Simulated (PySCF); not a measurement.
Functional benchmark on one molecule

Molecule: SMILES CC[C@H](C)F, C$_{4}$H$_{9}$F.

Molfile (atoms numbered from 1):
```
C4H9F
     RDKit          3D

 14 13  0  0  0  0  0  0  0  0999 V2000
    1.9050   -0.2788   -0.2754 C   0  0  0  0  0  0  0  0  0  0  0  0
    0.6342    0.3372    0.2841 C   0  0  0  0  0  0  0  0  0  0  0  0
   -0.6288   -0.2746   -0.2902 C   0  0  2  0  0  0  0  0  0  0  0  0
   -1.9031    0.3162    0.2655 C   0  0  0  0  0  0  0  0  0  0  0  0
   -0.6220   -1.6354   -0.0213 F   0  0  0  0  0  0  0  0  0  0  0  0
    1.9791   -0.1247   -1.3640 H   0  0  0  0  0  0  0  0  0  0  0  0
    1.9204   -1.3625   -0.0903 H   0  0  0  0  0  0  0  0  0  0  0  0
    2.8018    0.1601    0.1861 H   0  0  0  0  0  0  0  0  0  0  0  0
    0.6102    1.4227    0.0895 H   0  0  0  0  0  0  0  0  0  0  0  0
    0.6026    0.2163    1.3810 H   0  0  0  0  0  0  0  0  0  0  0  0
   -0.6163   -0.1729   -1.3925 H   0  0  0  0  0  0  0  0  0  0  0  0
   -1.9704    1.3885    0.0297 H   0  0  0  0  0  0  0  0  0  0  0  0
   -2.7806   -0.1895   -0.1622 H   0  0  0  0  0  0  0  0  0  0  0  0
   -1.9346    0.1979    1.3595 H   0  0  0  0  0  0  0  0  0  0  0  0
  1  2  1  0
  2  3  1  0
  3  4  1  0
  3  5  1  0
  1  6  1  0
  1  7  1  0
  1  8  1  0
  2  9  1  0
  2 10  1  0
  3 11  1  6
  4 12  1  0
  4 13  1  0
  4 14  1  0
M  END
```

Geometry PBE0-D3(BJ)/def2-SVP throughout; GIAO in PySCF 2.14, gas phase, one conformer, non-relativistic; equivalent atoms averaged; basis pcSseg-1.

Reference values (measured; G. Saielli, R. Bini, A. Bagno, Computational 19F NMR. 2. Organic compounds, RSC Adv. 2014, ESI (exp. from Berger-Braun-Kalinowski 1994 and Everett 1995)): δ(F5) = -173.2 ppm vs CFCl3. Computed shifts are taken against CFCl3, calculated as an isolated molecule at each level.

Problem. How do the functionals HF, LDA, PBE, BLYP, BP86, OPBE, KT2, KT3, B97-D, B3LYP, PBE0, mPW1PW91, WP04, B97-2, BHandHLYP, CAM-B3LYP, wB97X-D, LC-wPBE perform against the reference? Times are CPU seconds on shared hosts with different chips, so compare them loosely; the GGAs took longer than the global hybrids here, which isn't the general rule, and the cause wasn't traced.

Solution. 
```
functional                    kind      F5  abs. error F  core-s
        HF            Hartree–Fock  -172.2           1.0     5.3
       LDA                     LDA  -227.7          54.5      16
       PBE                     GGA  -220.8          47.6      22
      BLYP                     GGA  -218.3          45.1      21
      BP86                     GGA  -222.8          49.6      20
      OPBE                     GGA  -215.1          41.9      23
       KT2                     GGA  -225.6          52.4      22
       KT3                     GGA  -216.2          43.0      22
     B97-D                     GGA  -215.4          42.2      21
     B3LYP           global hybrid  -206.5          33.3      13
      PBE0           global hybrid  -205.7          32.5      10
  mPW1PW91           global hybrid  -205.8          32.6      13
      WP04           global hybrid  -203.5          30.3     6.9
     B97-2           global hybrid  -204.4          31.2     6.9
 BHandHLYP           global hybrid  -191.3          18.1       7
 CAM-B3LYP  range-separated hybrid  -197.5          24.3     9.5
   wB97X-D  range-separated hybrid  -200.4          27.2     9.1
   LC-wPBE  range-separated hybrid  -189.3          16.1      13
```

For ¹⁹F the closest is HF (1.0 ppm) and the furthest LDA (54.5 ppm). One molecule is a small sample, and vibrational and solvent effects are absent from the calculation.
